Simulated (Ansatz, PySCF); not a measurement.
Dimer: CH5N (SMILES CN) (first 7 atoms) with CH5N (SMILES CN); geometry from S66by8 set.
(charge 0, multiplicity 1):
```xyz
14

N     -2.72894     0.41683    -0.75040
H     -1.90034    -0.16802    -0.80075
H     -3.39077     0.02718    -1.40864
C     -3.28896     0.33732     0.59697
H     -4.18303     0.95516     0.65819
H     -3.55304    -0.66993     0.93448
H     -2.57057     0.74459     1.30611
N      2.89997    -0.91033    -0.36000
H      3.19624    -0.63579    -1.28798
H      3.52352    -1.65802    -0.08480
C      3.06020     0.22489     0.55368
H      2.79001    -0.08981     1.55933
H      4.06761     0.64666     0.59065
H      2.36766     1.01066     0.26102
```

Interaction energies are E(AB) − E(A) − E(B) at the monomers' geometry in the complex; basis-set methods are counterpoise corrected. Rows marked so take none.

Cores are frozen in the correlated methods. Rows in 6-31G* carry no dispersion term and start afresh at each structure (6-31G* with six Cartesian d functions).

The values were computed with Ansatz (a quantum-chemistry and plane-wave program); PySCF for 6-31G* rows. Values without a source in brackets are computed.

Question: What interaction energy does HF/6-31G* give?

Answer: -0.3 kcal/mol
